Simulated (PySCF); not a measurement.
Compound: nitrosyl, NO (charge +1).
Z-matrix (Å and degrees, GFN2-xTB geometry), rows numbered from 1:
```
N 
O   1  1.0520
```

The closed-shell SCF was solved with PySCF and density fitting under several settings on one GFN2-xTB geometry (grid level 2 and gas phase unless stated).

```json
{"settings": "PBE0/pcSseg-1", "basis functions": "34", "SCF cycles": "11", "E (Eh)": "-129.3856", "HOMO (eV)": "-25.42", "LUMO (eV)": "-12.99"}
{"settings": "CAM-B3LYP/def2-SVPD", "basis functions": "43", "SCF cycles": "10", "E (Eh)": "-129.3901", "HOMO (eV)": "-27.02", "LUMO (eV)": "-11.74"}
{"settings": "PBE0/aug-cc-pVDZ", "basis functions": "46", "SCF cycles": "10", "E (Eh)": "-129.4192", "HOMO (eV)": "-25.33", "LUMO (eV)": "-12.90"}
```

Question: Estimate the rows for these settings: (1) wB97X-D/Sadlej pVTZ, damping 0.3 at the start, DIIS from the seventh cycle, fitting basis def2-universal-jkfit; (2) CAM-B3LYP/6-311+G(2d,p); (3) PBE0/def2-TZVPP.

Answer: 
```json
{"settings": "wB97X-D/Sadlej pVTZ, damping 0.3 at the start, DIIS from the seventh cycle, fitting basis def2-universal-jkfit", "basis functions": "48", "SCF cycles": "13", "E (Eh)": "-129.5276", "HOMO (eV)": "-27.37", "LUMO (eV)": "-10.91"}
{"settings": "CAM-B3LYP/6-311+G(2d,p)", "basis functions": "54", "SCF cycles": "11", "E (Eh)": "-129.5327", "HOMO (eV)": "-27.04", "LUMO (eV)": "-11.60"}
{"settings": "PBE0/def2-TZVPP", "basis functions": "62", "SCF cycles": "11", "E (Eh)": "-129.4564", "HOMO (eV)": "-25.32", "LUMO (eV)": "-12.88"}
```

Question: Over all rows, what range does the HOMO–LUMO gap span?

Answer: From 12.43 eV to 16.46 eV.

Question: Compare two rows with the functional CAM-B3LYP: CAM-B3LYP/6-311+G(2d,p) and CAM-B3LYP/def2-SVPD. Which energy is lower, and by how much?

Answer: CAM-B3LYP/6-311+G(2d,p) (54 functions) lies 0.1426 Eh or 89 kcal/mol below CAM-B3LYP/def2-SVPD (43 functions).

wB97X-D ran without the empirical dispersion term, which would shift the total energy alone. Cycle counts include a coarse-grid stage where the run had one. All basis functions are spherical, in the Pople sets too.
